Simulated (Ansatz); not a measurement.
We consider chalcopyrite CdGeAs₂, described by LDA (Ansatz, a quantum-chemistry and plane-wave program, PAW).

Numerical settings: plane-wave cutoff 520 eV, 8×8×8 k mesh, Fermi–Dirac smearing 0.01 eV, scalar-relativistic PAW data made under PBE.

Response to compression and expansion:

Shape and atoms are relaxed at each volume.

| V (Å³/atom) | P (GPa) | c (Å) | a (Å) |
|---|---|---|---|
| 23.237 | 2.95 | 11.050 | 5.801 |
| 23.721 | 1.39 | 11.139 | 5.837 |
| 24.206 | 0.00 | 11.224 | 5.874 |
| 24.690 | -1.24 | 11.311 | 5.910 |
| 25.174 | -2.35 | 11.393 | 5.946 |

Note: this level leaves the solid without a gap, although one is measured.
